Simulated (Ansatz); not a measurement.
Candidates: zinc-blende InSb, zinc-blende BAs, zinc-blende AlN (metastable phase), zinc-blende CdSe, zinc-blende CdTe, zinc-blende GaAs. Level: r²SCAN+rVV10 (Ansatz, a quantum-chemistry and plane-wave program, PAW).

Ansatz's runs of these crystals have no spin polarisation.

Spin–orbit coupling is left out, also for the solids with elements from indium on (zinc-blende InSb, zinc-blende CdTe); its size isn't shown.

Ansatz's density-functional and Hartree–Fock values are scalar-relativistic unless marked +SOC, with PAW data made under PBE.

Task: Which of them have a computed lattice constant a between 4.6 and 5.9 Å?

Result: zinc-blende BAs, zinc-blende GaAs. The values: zinc-blende InSb 6.522 Å; zinc-blende BAs 4.775 Å; zinc-blende AlN (metastable phase) 4.365 Å; zinc-blende CdSe 6.102 Å; zinc-blende CdTe 6.518 Å; zinc-blende GaAs 5.647 Å.
